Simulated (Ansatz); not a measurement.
**The cluster ZrTe2−: the relaxed shape and its frontier levels**

What does the cluster ZrTe2− look like as a doublet, and where do its frontier electrons sit?

The runs use Ansatz 0.2.0, Gaussian basis; UKS PBE0-D4/def2-TZVPD.

The runs, in order: relaxation at r2SCAN-D4/def2-TZVPD; a search for the lowest solution at PBE0-D4/def2-SVP; a single point at PBE0-D4/def2-TZVPD; harmonic vibrations at r2SCAN-D4/def2-TZVPD.

6 further runs of the same task are left out: 6 set aside as unsound or not needed.

## Step 1: Where the work starts

3 atoms, charge -1, spin multiplicity 2.

Atoms are counted from 1 here; the program's logs count them from 0.

Bond lengths: Zr1–Te2 2.757 Å, Zr1–Te3 2.757 Å, Te2–Te3 2.801 Å. Angles: Te2–Zr1–Te3 61.1°, Zr1–Te2–Te3 59.5°, Zr1–Te3–Te2 59.5°.

Te, Zr take a core potential in the def2 sets. No spin-orbit coupling is included. The ion is computed in the gas phase, without counter-ions or solvent.

The start is a GFN2-xTB geometry.

## Step 2: Relaxation at r2SCAN-D4/def2-TZVPD

in.yaml reads:

```yaml
crystal:
  periodic: [false, false, false]
  atoms:
    - {symbol: Zr, position_ang: [1.257380, 0.181580, 0.944550]}
    - {symbol: Te, position_ang: [-1.138450, -1.066380, 0.393640]}
    - {symbol: Te, position_ang: [-0.118920, 0.884810, -1.338180]}
basis:
  gaussian: {orbitals: def2-TZVPD}
total_charge: -1
magnetization: {spin_polarized: true, initial_magnetization: 1}
hamiltonian: {xc: r2scan, dispersion: d4}
scf: {lower_state_search: "off"}
output: {orbitals: {seedname: orbitals}}
relax: {f_tol: 0.02, max_steps: 100}
```

Started as:

```
ansatz run in.yaml --threads 4 --pin off --events-out ev --progress --plain --max-ram 3916MiB
```

The runs that follow: Searching for the lowest solution, PBE0-D4/def2-SVP; Single point, PBE0-D4/def2-TZVPD; Harmonic vibrations.

Before running them: what should the planned runs give, taken together? Wanted: point group; near neighbours of the metal; HOMO, LUMO at PBE0-D4/def2-TZVPD; ⟨S²⟩; charge on the metal; spin on the metal; lowest, highest wavenumber.

As calculated:

```
                                          quantity               value
                                       point group                 C2v
                      near neighbours of the metal  Te 2.61, Te 2.61 Å
HOMO, LUMO at PBE0-D4/def2-TZVPD (over both spins)      -1.35, 1.03 eV
                                              ⟨S²⟩               0.766
charge on the metal (Mulliken, PBE0-D4/def2-TZVPD)             -0.03 e
                      spin on the metal (Mulliken)                1.29
                        lowest, highest wavenumber        58, 283 cm⁻¹
```

What this shows: The relaxation broke 1 and made 0 bonds, so the end is another structure than the start. Of 1 unpaired electron, 1.29 sit on the metal by Mulliken's count, more than all: the ligands carry opposite spin. All wavenumbers are real: a minimum at this level. The alpha HOMO lies nearest to Zr1 92 % and the alpha LUMO to Zr1 90 %. Whether this spin is the lowest isn't tested here.
